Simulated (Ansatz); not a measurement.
A nudged elastic band was laid between two geometries of C3H5NO (10 atoms, charge 0, multiplicity 1).

All numbers below come from RKS PBE0-D4/6-31G* (Ansatz).

```
movable images  : 7
climbing image  : yes
spring          : 5.0 eV/Å²
optimiser       : quadratic models (default)
start path      : through a guess of the saddle point
force threshold : 0.03 eV/Å
iteration limit : 60
end points      : relaxed
```

Initial state:

```xyz
10
Properties=species:S:1:pos:R:3
N -1.373 1.342 0.917
C -0.411 0.522 0.805
C -0.319 -0.364 -0.375
C 0.995 -0.676 -0.957
O 0.323 -1.617 -0.146
H -1.281 1.886 1.778
H 0.405 0.397 1.533
H -1.204 -0.391 -1.010
H 1.053 -0.915 -2.019
H 1.894 -0.237 -0.523
```

Final state:

```xyz
10
Properties=species:S:1:pos:R:3
N -1.341 1.271 0.920
C -0.375 0.462 0.751
C -0.122 -0.116 -0.589
C 1.233 -0.119 -1.210
O 0.462 -1.459 -0.416
H -1.331 1.646 1.870
H 0.373 0.190 1.512
H -1.002 -0.102 -1.234
H 0.252 -1.977 -1.209
H 1.933 0.152 -0.393
```

(1) Which bonds break or form, and what moves?

(2) Give the energies along the band, and the barrier.

(3) What is the geometry of the highest image?

(4) What are the harmonic wavenumbers there?

## Answers

(1) Bonds broken: C4–H9. Bonds formed: O5–H9.

(2) The run converged. The highest image is number 6 of 0 to 8, 333.9 kJ/mol above the first end and 17.3 kJ/mol above the last; the last end lies 316.6 kJ/mol above the first. A vibrational analysis at the climbing image gives one clearly imaginary mode, 917i cm⁻¹: a first-order saddle point. The orbitals stay closed-shell, which can raise the energy where a bond breaks towards radicals; this wasn't checked here.

| image | path coordinate (Å) | energy (kJ/mol) | C4–H9 (Å) | O5–H9 (Å) |
| --- | --- | --- | --- | --- |
| 0 | 0.00 | 0.0 | 1.09 | 2.13 |
| 1 | 0.28 | 3.1 | 1.09 | 2.10 |
| 2 | 0.55 | 19.7 | 1.08 | 2.02 |
| 3 | 0.83 | 73.7 | 1.07 | 1.82 |
| 4 | 1.11 | 177.7 | 1.10 | 1.58 |
| 5 | 1.38 | 292.0 | 1.23 | 1.32 |
| 6 | 1.66 | 333.9 | 1.48 | 1.07 |
| 7 | 2.02 | 323.6 | 1.84 | 0.98 |
| 8 | 2.37 | 316.6 | 2.10 | 0.97 |

(3) 
```xyz
10
Properties=species:S:1:pos:R:3:forces:R:3
N -1.335 1.289 0.939 -0.02 0.00 0.01
C -0.377 0.479 0.750 0.01 0.00 -0.01
C -0.231 -0.204 -0.559 0.01 0.00 -0.01
C 1.106 -0.251 -1.203 -0.01 0.00 0.01
O 0.277 -1.543 -0.331 0.00 0.01 0.00
H -1.270 1.710 1.868 0.01 0.00 0.00
H 0.420 0.247 1.472 -0.01 0.00 0.01
H -1.127 -0.161 -1.179 0.00 0.00 0.00
H 0.749 -1.683 -1.280 0.00 -0.01 0.00
H 1.872 0.067 -0.474 0.00 0.00 0.00
```

(4) 917i, 137, 319, 373, 490, 587, 812, 919, 937, 989, 1119, 1132, 1187, 1226, 1282, 1291, 1367, 1452, 1771, 2637, 3055, 3066, 3182, 3497 cm⁻¹.

Time of the run: 3.7 min on 2 threads of Arm Neoverse V2 (shared host), peak memory 0.16 GiB.
